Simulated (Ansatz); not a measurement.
Two shapes of singlet C4H8.

Shape 1:

```xyz
12

C     0.0201   -0.6182   -0.6857
C    -0.0212   -0.6244    0.6962
C    -0.0072    0.5691   -1.5860
C    -0.0204    0.5497    1.6195
H     0.0199   -1.6834   -1.1783
H    -0.0341   -1.6664    1.1428
H     0.0076    1.4827   -1.0983
H     0.9223    0.5328   -2.2357
H    -0.8749    0.4615   -2.2711
H    -0.0227    1.4691    1.0925
H    -0.8685    0.4990    2.2945
H     0.8544    0.5031    2.2056
```

Shape 2:

```xyz
12

C     0.0193   -0.6747   -0.6975
C     0.0084   -0.5748    0.6976
C    -0.0602    0.5596   -1.6068
C    -0.0706    0.5438    1.5916
H    -0.0335   -1.6767   -1.1990
H    -0.0142   -1.7202    1.1358
H    -0.0055    1.4268   -1.0915
H     0.8887    0.5737   -2.2127
H    -0.8517    0.4666   -2.2185
H    -0.0660    1.4559    1.1284
H    -0.8847    0.5515    2.2768
H     0.8763    0.4627    2.2405
```

Basis set: 6-31G (spherical functions). Correlated methods keep 4 orbitals frozen. Charge 0, multiplicity 1.

Computed with Ansatz (development build ahead of 0.2.0); each method stands on the lowest determinant of its kind that the runs found.

Task: Which shape is lower in energy, and by how much in each method?

Result:

| method | E(2) − E(1) (eV) |
| --- | --- |
| RHF | 0.769 |
| RHF-MP2 | 0.756 |

Shape 1 is lower. Caution: no unrestricted run beside it, a lower state can exist.
